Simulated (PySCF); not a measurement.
## Simulated absorption spectrum

Species: C4H4S2.
InChI=1S/C4H4S2/c5-4-1-2-6-3-4/h1-3,5H

Theory: PySCF 2.14.0, density-fitted response routines, TDDFT CAM-B3LYP/def2-SVPD, vertical, gas phase, core orbitals frozen in the response. One conformer (not necessarily the lowest) at the GFN2-xTB geometry, without solvent, vibrations or thermal averaging. Torsions of this conformer, `[SH:1][c:2]1[cH:3][cH:4][s:5][cH:6]1`: H–S1–C2–C3 0°.

Computed states:

```
state  E (eV)       f
   S1    5.08  0.0028
   S2    5.17   0.097
   S3    5.57  0.0020
   S4    5.94   0.038
   S5    6.11   0.026
   S6    6.34  0.0003
   S7    6.41   0.016
   S8    6.56   0.329
```

Broadening: Gaussians 0.4 eV wide at half height, area fixed by f = 4.319×10⁻⁹ ∫ε dν̃. The width is an assumption, not a result. The curve ends short of the highest state used, and states not computed would add to its high-energy end.

(1) Give the broadened spectrum and its maxima.

(2) On this curve, what absorbance would a 10⁻⁵ mol/L sample give at 266 nm over a 1 cm path?

(3) Coming from long wavelengths, where does ε first pass 100 L mol⁻¹ cm⁻¹?

## Answers

(1) 
```csv
λ (nm),ε (L mol⁻¹ cm⁻¹)
207.9,3845
210.9,3117
213.9,2140
216.9,1289
219.8,812
222.8,767
225.8,1238
228.8,2268
231.8,3744
234.7,5249
237.7,6378
240.7,6669
243.7,6059
246.7,4830
249.7,3410
252.6,2189
255.6,1249
258.6,647
261.6,306
264.6,134
267.5,56
270.5,21
273.5,7
276.5,2
```

Maxima: 240 nm (5.16 eV), ε about 6700, made up of S2 (97%) (ε in L mol⁻¹ cm⁻¹; maxima over ε = 5, shares over 10%). At its high-energy end, 5.96 eV, the curve is still rising (ε about 3800, from S4 and S5).

(2) 266 nm is 4.661 eV, where ε is about 88 L mol⁻¹ cm⁻¹, so A = ε c l ≈ 0.00088 (Beer–Lambert, with the gas-phase spectrum and the assumed width).

(3) At about 266 nm (4.67 eV), 0.42 eV below S1.
